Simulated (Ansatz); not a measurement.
```yaml
atoms:
  - { symbol: N, position_ang: [-0.0009, 0.0000, 0.0005] }
  - { symbol: H, position_ang: [0.5942, 0.5949, 0.5954] }
  - { symbol: H, position_ang: [0.5952, -0.5939, -0.5941] }
  - { symbol: H, position_ang: [-0.5939, 0.5949, -0.5952] }
  - { symbol: H, position_ang: [-0.5942, -0.5953, 0.5949] }
```

RHF-MP2 on singlet NH₄(+) was run in several spherical basis sets with Ansatz (development build ahead of 0.2.0). Frozen core: 1 orbital.

(1) Rank the basis sets by the total energy that they give, lowest first, with the distance from the lowest.
A. cc-pVTZ
B. def2-TZVP
C. 6-31G(d)

Results:

(1) A (0.00 eV), B (0.32 eV), C (2.60 eV).

Totals follow the description of the cores as much as that of the bonds, so this order isn't one of quality for chemistry.
